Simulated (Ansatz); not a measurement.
C5H4S: structure from calculated spectroscopic constants

These gas-phase data were calculated for one isomer of C5H4S at PBE-D3(BJ)/def2-SVP (harmonic, unscaled wavenumbers; equilibrium rotational constants with average atomic masses):

| Item | Value |
| --- | --- |
| rotational constants | 2.947, 2.724, 1.501 GHz |
| all wavenumbers above 1500 cm⁻¹ | 3409, 3408, 2965, 2618, 2167, 2166 |

Candidates:

(1) `C#CCC#CS`, a singlet
(2) `C#CC(S)C#C`, a singlet
(3) `C#CC#CCS`, a singlet

Which structure fits?

Candidate (2). 2 modes lie between 3300 and 3560 cm⁻¹, one for each ≡C–H bond, while (1) has 1, (3) has 1.

The same quantities for all candidates:

|  | rotational constants (GHz) | wavenumbers above 1500 cm⁻¹ | E above the lowest, PBE-D3(BJ)/def2-SVP (kcal/mol) |
| --- | --- | --- | --- |
| (1) | 11.61, 0.9891, 0.9227 | 3409, 2975, 2938, 2555, 2235, 2174 | 10.0 |
| (2) | 2.947, 2.724, 1.501 | 3409, 3408, 2965, 2618, 2167, 2166 | 16.9 |
| (3) | 14.13, 0.9658, 0.9136 | 3409, 3030, 2978, 2615, 2270, 2101 | 0.0 |

Harmonic stretches to hydrogen usually lie a few per cent above observed fundamentals. Each candidate is one conformer. Programs: Ansatz 0.2.0.
